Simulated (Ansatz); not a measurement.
**NaC (quartet): the correlation ladder, def2-QZVPP**

One table from this session's results is given with a row withheld; the runs are named, their logs left out.

Program: Ansatz 0.2.0, Gaussian basis. Level of theory: def2-QZVPP, core rule «outside noble gas», up to 6 orbitals frozen. These are calculated values, not measurements.

To be run: UHF; ROHF; CCSD(T) on UHF.

2 further runs of the same task are left out: 2 set aside as unsound or not needed.

### The geometry

The geometry is a PBE0/def2-TZVP stationary point (not a proven minimum) of the parent state, kept for this charge and spin.

2 atoms, charge 0, spin multiplicity 4.

Atoms are counted from 1 here; the program's logs count them from 0.

Bond lengths: C1–Na2 2.281 Å.

The first run:

in.yaml

```yaml
crystal:
  periodic: [false, false, false]
  atoms:
    - {symbol: C, position_ang: [0.000000, 0.000000, 0.000000]}
    - {symbol: Na, position_ang: [0.000000, 0.000000, 2.280800]}
basis:
  gaussian: {orbitals: "def2-QZVPP.json"}
magnetization: {spin_polarized: true, initial_magnetization: 3}
hamiltonian: {xc: hf}
output: {orbitals: {seedname: orbitals}}
```

The run is started by

```sh
> ansatz run in.yaml --threads 1 --pin off --events-out ev --progress --plain --max-ram 2393MiB
```

Steps of the session up to this table: UHF; ROHF; CCSD(T) on UHF.

One of the session's tables, all rows but one given; the rest of the session is left out.

| method | from UCCSD(T) (meV) |
| --- | --- |
| ROHF | +3254.3 |
| UHF | +3211.2 |
| UMP2 | +520.2 |
| UCCSD | ? |
| UCCSD(T) | 0 |

Estimate the missing values for UCCSD.

The run gave: from UCCSD(T) (meV): +122.4. In the column «from UCCSD(T) (meV)» it lies between UCCSD(T) (0) and UMP2 (+520.2).
